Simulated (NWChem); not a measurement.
## Total energies of O (+1)

```
O
```
Charge +1, spin multiplicity 4.

All runs are NWChem calculations.

Basis set: def2-SVP (14 functions).

```csv
method,total energy (Ha)
UHF,-74.27607
UMP2,-74.34500
UB2PLYP,-74.44468
UPBE,-74.40404
UB3LYP,-74.48553
UBHandHLYP,-74.47858
```

Total energies of different functionals aren't comparable as a measure of quality: only differences taken within one method are. 

The correlated methods keep 1 core orbital frozen. B3LYP has NWChem's definition, with VWN1-RPA local correlation. No SCF solution was tested for a lower state. Open-shell Hartree-Fock references start from PBE0 orbitals.
